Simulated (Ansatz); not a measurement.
# C2HClF2: a spread of methods and bases

How do the results and run time of C2HClF2 respond when the settings are drawn wide?

Computed with Ansatz 0.2.0, Gaussian basis. Level: the settings change from run to run.

## 1. The molecule

An earlier PBE0-D4 in a triple-zeta def2 set relaxation fixed the geometry.

SMILES `FC(F)=CCl`, 6 atoms, charge 0, spin multiplicity 1.

Atoms are counted from 1 here; the program's logs count them from 0.

Bond lengths: F1–C2 1.312 Å, C2–F3 1.305 Å, C2–C4 1.321 Å, C4–Cl5 1.706 Å, C4–H6 1.079 Å. Angles: F1–C2–F3 111.1°, F1–C2–C4 123.1°, F3–C2–C4 125.8°, C2–C4–Cl5 122.3°, C2–C4–H6 120.1°, Cl5–C4–H6 117.5°.

As a file:

```
F     0.90893   -0.82061    1.33423
C     0.27502   -0.57276    0.21278
F     0.19986   -1.64319   -0.53031
C    -0.21160    0.61596   -0.09420
Cl   -1.03294    0.91507   -1.55945
H    -0.09726    1.44153    0.59086
```

## 2. RPBE/def2-SVPD

in.yaml reads:

```yaml
crystal:
  periodic: [false, false, false]
  atoms:
    - {symbol: F, position_ang: [0.908933, -0.820611, 1.334226]}
    - {symbol: C, position_ang: [0.275016, -0.572761, 0.212778]}
    - {symbol: F, position_ang: [0.199857, -1.643189, -0.530306]}
    - {symbol: C, position_ang: [-0.211603, 0.615963, -0.094202]}
    - {symbol: Cl, position_ang: [-1.032940, 0.915071, -1.559451]}
    - {symbol: H, position_ang: [-0.097263, 1.441529, 0.590856]}
basis:
  gaussian: {orbitals: def2-SVPD}
hamiltonian: {xc: {name: RPBE}}
```

Command:

```console
> ansatz run in.yaml --threads 4 --pin off --events-out ev --progress --plain --max-ram 10444MiB
```

Output:

```text
Functional definition: RPBE
  name "RPBE"
  cite "Hammer, Hansen & Nørskov, Phys. Rev. B 59, 7413 (1999) doi:10.1103/PhysRevB.59.7413"
  cite "Perdew, Burke & Ernzerhof, Phys. Rev. Lett. 77, 3865 (1996) doi:10.1103/PhysRevLett.77.3865"
  parameter kappa = 0.804
  parameter beta = 0.06672455060314922
  exchange = rpbe_x(kappa = kappa, mu = beta*pi^2/3)
  correlation = pbe_c(beta = beta)
1048 factors; their error is unknown
mean field evaluation 1: about -20030.8868 eV, gradient 4.3e1 eV
mean field evaluation 2: about -20023.8712 eV, gradient 6.5e1 eV
mean field evaluation 4: about -20034.8663 eV, gradient 4.8e0 eV
mean field evaluation 8: about -20034.9092 eV, gradient 1.8e-1 eV
mean field evaluation 16: about -20034.8542 eV, gradient 2.6e-4 eV
mean field -20034.85415074 eV, -736.2673099278 hartree, gradient 6.4e-5 eV, S^2 0.000000; 0 other end points of the search recorded, 0 dependent functions left out
reference -20034.85419730 eV, -736.2673116389 hartree; 24, 24 occupied and 97, 97 virtual orbitals, 1048 factors
Total energy: -20034.85419730 eV, -736.2673116389 hartree
```

It took 1 s on 4 threads of Intel Xeon Platinum 8488C, shared host.

## 3. B97/def2-SVPD

Set apart from the defaults: multiplicity 3, restricted open-shell orbitals, finite nuclei.

Changes to in.yaml since step 2:

```diff
@@ -10,3 +10,4 @@
 basis:
-  gaussian: {orbitals: def2-SVPD}
-hamiltonian: {xc: {name: RPBE}}
+  gaussian: {orbitals: def2-SVPD, nuclear_model: gaussian}
+magnetization: {spin_polarized: false, initial_magnetization: 2}
+hamiltonian: {xc: {name: B97}}
```

Launched as before.

Output (excerpt; [...] marks lines left out):

```text
Functional definition: B97
  name "B97"
  cite "Becke, J. Chem. Phys. 107, 8554 (1997) doi:10.1063/1.475007"
[...]
      + integral(e_c_pw_opposite_spin*poly(b97_u_opposite, cos0, cos1, cos2))
1048 factors; their error is unknown
[...]
mean field -20027.75065431 eV, -736.0062612489 hartree, gradient 5.9e-5 eV, S^2 2.000000; 3 other end points of the search recorded, 0 dependent functions left out
reference -20027.75068533 eV, -736.0062623890 hartree; 25, 23 occupied and 96, 98 virtual orbitals, 1048 factors
Total energy: -20027.75068533 eV, -736.0062623890 hartree
```

Run time: 7 s. Hardware: 4 threads of Intel Xeon Platinum 8488C, shared host; peak memory 0.47 GiB.

## 4. SVWN5/def2-TZVPD

This run has the search for lower states set to full.

Changes to in.yaml since step 3:

```diff
@@ -10,4 +10,4 @@
 basis:
-  gaussian: {orbitals: def2-SVPD, nuclear_model: gaussian}
-magnetization: {spin_polarized: false, initial_magnetization: 2}
-hamiltonian: {xc: {name: B97}}
+  gaussian: {orbitals: def2-TZVPD}
+hamiltonian: {xc: {name: SVWN5}}
+scf: {lower_state_search: full}
```

The command is unchanged.

Output:

```text
Functional definition: SVWN5
  name "SVWN5"
  cite "Dirac, Proc. Camb. Phil. Soc. 26, 376 (1930) doi:10.1017/S0305004100016108"
  cite "Slater, Phys. Rev. 81, 385 (1951) doi:10.1103/PhysRev.81.385"
  cite "Vosko, Wilk & Nusair, Can. J. Phys. 58, 1200 (1980) doi:10.1139/p80-159"
  exchange = slater_x
  correlation = vwn5_c
1073 factors; their error is unknown
mean field evaluation 1: about -19949.6633 eV, gradient 5.5e1 eV
mean field evaluation 2: about -19937.5940 eV, gradient 8.2e1 eV
mean field evaluation 4: about -19955.9027 eV, gradient 8.2e0 eV
mean field evaluation 8: about -19956.0408 eV, gradient 5.6e-2 eV
mean field evaluation 16: about -19956.0196 eV, gradient 8.8e-5 eV
mean field -19956.01962607 eV, -733.3701945822 hartree, gradient 3.6e-5 eV, S^2 0.000000; 0 other end points of the search recorded, 0 dependent functions left out
reference -19956.01968996 eV, -733.3701969302 hartree; 24, 24 occupied and 185, 185 virtual orbitals, 1073 factors
Total energy: -19956.01968996 eV, -733.3701969302 hartree
```

Run time: 1.6 s. Hardware: 4 threads of Intel Xeon Platinum 8488C, shared host.

## 5. PBE0/cc-pVTZ-DK

Changes to in.yaml since step 4:

```diff
@@ -10,4 +10,4 @@
 basis:
-  gaussian: {orbitals: def2-TZVPD}
-hamiltonian: {xc: {name: SVWN5}}
-scf: {lower_state_search: full}
+  gaussian: {orbitals: cc-pVTZ-DK}
+hamiltonian: {xc: {name: PBE0}}
+output: {forces: true}
```

Launched as before.

Output (excerpt; [...] marks lines left out):

```text
Functional definition: PBE0
  name "PBE0"
  cite "Adamo & Barone, J. Chem. Phys. 110, 6158 (1999) doi:10.1063/1.478522"
  cite "Perdew, Burke & Ernzerhof, Phys. Rev. Lett. 77, 3865 (1996) doi:10.1103/PhysRevLett.77.3865"
  parent pbe
[...]
1006 factors; their error is unknown
[...]
mean field -20081.45504169 eV, -737.9798610830 hartree, gradient 2.0e-5 eV, S^2 0.000000; 0 other end points of the search recorded, 0 dependent functions left out
[...]
reference -20081.45506042 eV, -737.9798617713 hartree; 24, 24 occupied and 144, 144 virtual orbitals, 1006 factors
Total energy: -20081.45506042 eV, -737.9798617713 hartree
Relativity: scalar
Atom 0 at     0.908933    -0.820611     1.334226 Å, force    -0.003859     0.008498    -0.002916 eV/Å
Atom 1 at     0.275016    -0.572761     0.212778 Å, force     0.000455     0.003381     0.002724 eV/Å
Atom 2 at     0.199857    -1.643189    -0.530306 Å, force    -0.003904     0.004148    -0.005442 eV/Å
Atom 3 at    -0.211603     0.615963    -0.094202 Å, force     0.085441    -0.015931     0.160842 eV/Å
Atom 4 at    -1.032940     0.915071    -1.559451 Å, force    -0.073062     0.026805    -0.130214 eV/Å
Atom 5 at    -0.097263     1.441529     0.590856 Å, force    -0.005071    -0.026901    -0.024994 eV/Å
Dipole moment:     0.042421     0.126219     0.154268 e Å
```

It took 2.3 s on 4 threads of Intel Xeon Platinum 8488C, shared host.

Largest force 0.183 eV/Å, dipole 0.98 D.

## 6. revPBE/def2-SVP

Set apart from the defaults: charge +1, multiplicity 2, high accuracy, the search for lower states set to full.

Changes to in.yaml since step 5:

```diff
@@ -10,4 +10,7 @@
 basis:
-  gaussian: {orbitals: cc-pVTZ-DK}
-hamiltonian: {xc: {name: PBE0}}
-output: {forces: true}
+  gaussian: {orbitals: def2-SVP}
+total_charge: 1
+magnetization: {spin_polarized: true, initial_magnetization: 1}
+hamiltonian: {xc: {name: revPBE}}
+accuracy: high
+scf: {lower_state_search: full}
```

The command is unchanged.

Output (excerpt; [...] marks lines left out):

```text
Functional definition: revPBE
  name "revPBE"
  cite "Zhang & Yang, Phys. Rev. Lett. 80, 890 (1998) doi:10.1103/PhysRevLett.80.890"
  cite "Perdew, Burke & Ernzerhof, Phys. Rev. Lett. 77, 3865 (1996) doi:10.1103/PhysRevLett.77.3865"
[...]
1708 factors; integrals over basis functions are off by at most 3.9e-9 eV
[...]
mean field -20021.75182642 eV, -735.7858083899 hartree, gradient 1.7e-8 eV, S^2 0.751044; 8 other end points of the search recorded, 0 dependent functions left out
reference -20021.75182876 eV, -735.7858084761 hartree; 24, 23 occupied and 55, 56 virtual orbitals, 1708 factors
Total energy: -20021.75182876 eV, -735.7858084761 hartree
```

It took 7.5 s on 4 threads of Intel Xeon Platinum 8488C, shared host.

⟨S²⟩ 0.751.

## 7. B2GP-PLYP/def2-mTZVP

Set apart from the defaults: high accuracy, the search for lower states set to full.

Changes to in.yaml since step 6:

```diff
@@ -10,7 +10,6 @@
 basis:
-  gaussian: {orbitals: def2-SVP}
-total_charge: 1
-magnetization: {spin_polarized: true, initial_magnetization: 1}
-hamiltonian: {xc: {name: revPBE}}
+  gaussian: {orbitals: def2-mTZVP}
+hamiltonian: {xc: {name: B2GP-PLYP}}
 accuracy: high
 scf: {lower_state_search: full}
+output: {forces: true}
```

Same command.

Output (excerpt; [...] marks lines left out):

```text
Functional definition: B2GP-PLYP
  name "B2GP-PLYP"
  cite "Karton, Tarnopolsky, Lamère, Schatz & Martin, J. Phys. Chem. A 112, 12868 (2008) doi:10.1021/jp801805p"
  cite "Becke, Phys. Rev. A 38, 3098 (1988) doi:10.1103/PhysRevA.38.3098"
  cite "Lee, Yang & Parr, Phys. Rev. B 37, 785 (1988) doi:10.1103/PhysRevB.37.785"
[...]
1979 factors; integrals over basis functions are off by at most 5.7e-9 eV
[...]
mean field -20026.73246628 eV, -735.9688435288 hartree, gradient 5.6e-8 eV, S^2 0.000000; 0 other end points of the search recorded, 0 dependent functions left out
9 core orbitals not correlated: weight in the atoms' cores, before any rotation towards them, 1.000 or more for the frozen orbitals, at most 0.000 for the correlated occupied ones
reference -20026.73248162 eV, -735.9688440926 hartree; 15, 15 occupied and 77, 77 virtual orbitals, 1979 factors
second order -24.69506161 eV of doubles, -0.00000000 eV of singles
[...]
Total energy: -20035.62270380 eV, -736.2955537317 hartree
Atom 0 at     0.908933    -0.820611     1.334226 Å, force     0.268873    -0.091891     0.483031 eV/Å
Atom 1 at     0.275016    -0.572761     0.212778 Å, force    -0.226834     0.564811    -0.137211 eV/Å
Atom 2 at     0.199857    -1.643189    -0.530306 Å, force    -0.036873    -0.467605    -0.332624 eV/Å
Atom 3 at    -0.211603     0.615963    -0.094202 Å, force     0.390246    -0.036477     0.754786 eV/Å
Atom 4 at    -1.032940     0.915071    -1.559451 Å, force    -0.377988     0.153682    -0.665412 eV/Å
Atom 5 at    -0.097263     1.441529     0.590856 Å, force    -0.017423    -0.122520    -0.102570 eV/Å
Dipole moment:     0.028209     0.168660     0.149587 e Å
```

Wall time 8 s (4 threads of Intel Xeon Platinum 8488C, shared host); peak memory 0.51 GiB.

Largest force 0.850 eV/Å, dipole 1.09 D.

## 8. wB97X/def2-SVPD

This run has charge -1, multiplicity 2, atoms shaken by 0.03 Å, relativity set to none.

in.yaml reads:

```yaml
crystal:
  periodic: [false, false, false]
  atoms:
    - {symbol: F, position_ang: [0.897829, -0.825689, 1.357518]}
    - {symbol: C, position_ang: [0.232293, -0.582351, 0.188049]}
    - {symbol: F, position_ang: [0.193499, -1.653539, -0.532773]}
    - {symbol: C, position_ang: [-0.150231, 0.573165, -0.139114]}
    - {symbol: Cl, position_ang: [-0.978563, 0.945164, -1.568884]}
    - {symbol: H, position_ang: [-0.094263, 1.437083, 0.555613]}
basis:
  gaussian: {orbitals: def2-SVPD}
total_charge: -1
magnetization: {spin_polarized: true, initial_magnetization: 1}
hamiltonian: {xc: {name: wB97X}, pseudopotentials: {relativity: none}}
output: {forces: true}
```

The command is unchanged.

Output (excerpt; [...] marks lines left out):

```text
Functional definition: wB97X
  name "wB97X"
  cite "Chai & Head-Gordon, J. Chem. Phys. 128, 084106 (2008) doi:10.1063/1.2834918"
  cite "Becke, J. Chem. Phys. 107, 8554 (1997) doi:10.1063/1.475007"
[...]
  # The coefficients of nought are those of the uniform gas.
[...]
      + exact_x_lr(omega)
[...]
      + integral(e_c_pw_opposite_spin*poly(b97_u_opposite, 1, cos1, cos2, cos3, cos4))
1048 factors; their error is unknown
362 factors; integrals over basis functions are off by at most 2.5e-5 eV
[...]
mean field -20032.32946244 eV, -736.1745293440 hartree, gradient 6.4e-6 eV, S^2 0.752663; 12 other end points of the search recorded, 0 dependent functions left out
[...]
reference -20032.32945261 eV, -736.1745289829 hartree; 25, 24 occupied and 96, 97 virtual orbitals, 1048 factors
Total energy: -20032.32945261 eV, -736.1745289829 hartree
Atom 0 at     0.897829    -0.825689     1.357518 Å, force     0.275505     0.521281    -0.777446 eV/Å
Atom 1 at     0.232293    -0.582351     0.188049 Å, force     0.008261    -5.484594     4.596041 eV/Å
Atom 2 at     0.193499    -1.653539    -0.532773 Å, force     0.758840    -1.375538    -1.692121 eV/Å
Atom 3 at    -0.150231     0.573165    -0.139114 Å, force    -0.567710     7.042707    -0.659348 eV/Å
Atom 4 at    -0.978563     0.945164    -1.568884 Å, force    -0.676727     0.111004    -1.068096 eV/Å
Atom 5 at    -0.094263     1.437083     0.555613 Å, force     0.201831    -0.814859    -0.399030 eV/Å
Dipole moment:    -0.317951     0.401983    -0.340032 e Å
```

It took 42 s on 4 threads of Intel Xeon Platinum 8488C, shared host; peak memory 0.64 GiB.

Largest force 7.156 eV/Å, ⟨S²⟩ 0.753.

## 9. BLYP/cc-pVDZ

in.yaml reads:

```yaml
crystal:
  periodic: [false, false, false]
  atoms:
    - {symbol: F, position_ang: [0.908933, -0.820611, 1.334226]}
    - {symbol: C, position_ang: [0.275016, -0.572761, 0.212778]}
    - {symbol: F, position_ang: [0.199857, -1.643189, -0.530306]}
    - {symbol: C, position_ang: [-0.211603, 0.615963, -0.094202]}
    - {symbol: Cl, position_ang: [-1.032940, 0.915071, -1.559451]}
    - {symbol: H, position_ang: [-0.097263, 1.441529, 0.590856]}
basis:
  gaussian: {orbitals: cc-pVDZ}
hamiltonian: {xc: {name: BLYP}}
output: {forces: true}
```

The command is unchanged.

Output (excerpt; [...] marks lines left out):

```text
Functional definition: BLYP
  name "BLYP"
  cite "Becke, Phys. Rev. A 38, 3098 (1988) doi:10.1103/PhysRevA.38.3098"
  cite "Lee, Yang & Parr, Phys. Rev. B 37, 785 (1988) doi:10.1103/PhysRevB.37.785"
[...]
954 factors; their error is unknown
[...]
mean field -20044.55202442 eV, -736.6237002122 hartree, gradient 6.1e-5 eV, S^2 0.000000; 0 other end points of the search recorded, 0 dependent functions left out
[...]
reference -20044.55225318 eV, -736.6237086188 hartree; 24, 24 occupied and 55, 55 virtual orbitals, 954 factors
Total energy: -20044.55225318 eV, -736.6237086188 hartree
Atom 0 at     0.908933    -0.820611     1.334226 Å, force     0.705183    -0.228411     1.273796 eV/Å
Atom 1 at     0.275016    -0.572761     0.212778 Å, force     0.017502     0.030454     0.051613 eV/Å
Atom 2 at     0.199857    -1.643189    -0.530306 Å, force    -0.111860    -1.216152    -0.896802 eV/Å
Atom 3 at    -0.211603     0.615963    -0.094202 Å, force    -0.047840     0.676694     0.280387 eV/Å
Atom 4 at    -1.032940     0.915071    -1.559451 Å, force    -0.622787     0.278779    -1.082187 eV/Å
Atom 5 at    -0.097263     1.441529     0.590856 Å, force     0.059802     0.458636     0.373192 eV/Å
Dipole moment:     0.054096     0.077439     0.150393 e Å
```

It took 0.85 s on 4 threads of Intel Xeon Platinum 8488C, shared host.

Largest force 1.515 eV/Å, dipole 0.85 D.

## 10. PBE0/6-31++G**

Changes to in.yaml since step 9:

```diff
@@ -10,4 +10,4 @@
 basis:
-  gaussian: {orbitals: cc-pVDZ}
-hamiltonian: {xc: {name: BLYP}}
+  gaussian: {orbitals: "6-31++G**"}
+hamiltonian: {xc: {name: PBE0}}
 output: {forces: true}
```

Launched as before.

Output (excerpt; [...] marks lines left out):

```text
Functional definition: PBE0
  name "PBE0"
  cite "Adamo & Barone, J. Chem. Phys. 110, 6158 (1999) doi:10.1063/1.478522"
  cite "Perdew, Burke & Ernzerhof, Phys. Rev. Lett. 77, 3865 (1996) doi:10.1103/PhysRevLett.77.3865"
  parent pbe
[...]
892 factors; integrals over basis functions are off by at most 9.1e-4 eV
[...]
mean field -20033.72137692 eV, -736.2256812576 hartree, gradient 4.4e-5 eV, S^2 0.000000; 0 other end points of the search recorded, 0 dependent functions left out
[...]
reference -20033.72142327 eV, -736.2256829611 hartree; 24, 24 occupied and 81, 81 virtual orbitals, 892 factors
Total energy: -20033.72142327 eV, -736.2256829611 hartree
Atom 0 at     0.908933    -0.820611     1.334226 Å, force     0.212353    -0.064957     0.385726 eV/Å
Atom 1 at     0.275016    -0.572761     0.212778 Å, force    -0.018688     0.080288     0.007377 eV/Å
Atom 2 at     0.199857    -1.643189    -0.530306 Å, force    -0.030533    -0.383974    -0.273638 eV/Å
Atom 3 at    -0.211603     0.615963    -0.094202 Å, force    -0.016726     0.200340     0.077915 eV/Å
Atom 4 at    -1.032940     0.915071    -1.559451 Å, force    -0.145722     0.091438    -0.238661 eV/Å
Atom 5 at    -0.097263     1.441529     0.590856 Å, force    -0.000684     0.076865     0.041281 eV/Å
Dipole moment:     0.033041     0.159143     0.153905 e Å
```

Wall time 1.9 s (4 threads of Intel Xeon Platinum 8488C, shared host).

Largest force 0.472 eV/Å, dipole 1.08 D.

## 11. The runs in one table

| level | charge | multiplicity | geometry | functions | energy (eV) | time |
| --- | --- | --- | --- | --- | --- | --- |
| RPBE/def2-SVPD | 0 | 1 | relaxed | 121 | -20034.854 | 1 s |
| B97/def2-SVPD | 0 | 3 | relaxed | 121 | -20027.751 | 7 s |
| SVWN5/def2-TZVPD | 0 | 1 | relaxed | 209 | -19956.020 | 1.6 s |
| PBE0/cc-pVTZ-DK | 0 | 1 | relaxed | 168 | -20081.455 | 2.3 s |
| revPBE/def2-SVP | 1 | 2 | relaxed | 79 | -20021.752 | 7.5 s |
| B2GP-PLYP/def2-mTZVP | 0 | 1 | relaxed | 101 | -20035.623 | 8 s |
| wB97X/def2-SVPD | -1 | 2 | shaken | 121 | -20032.329 | 42 s |
| BLYP/cc-pVDZ | 0 | 1 | relaxed | 79 | -20044.552 | 0.85 s |
| PBE0/6-31++G** | 0 | 1 | relaxed | 105 | -20033.721 | 1.9 s |

## 12. Results

| quantity | value |
| --- | --- |
| runs | 9 |
| quickest | BLYP/cc-pVDZ, 0.85 s |
| slowest | wB97X/def2-SVPD, 42 s |
| spread of total energies, same state and geometry | 125.4 eV |
| dipole, same state and geometry | 0.85 to 1.09 D |

What this shows: Run time spans a factor of 49, from BLYP/cc-pVDZ to wB97X/def2-SVPD. The jobs differ in tasks and options as well as level. The totals spread over 125 eV; they can't be compared across methods or bases. Some of these runs are scalar-relativistic and others not, which shifts the totals of all-electron atoms past neon by eV; core potentials, where a basis has them, take the core out of the total altogether. At the PBE0-D4/def2-TZVP geometry and in the same state, runs without warnings or point charges leave forces up to 1.52 eV/Å (BLYP/cc-pVDZ). At that geometry and state the dipole changes by 28 % between the lowest and highest value.
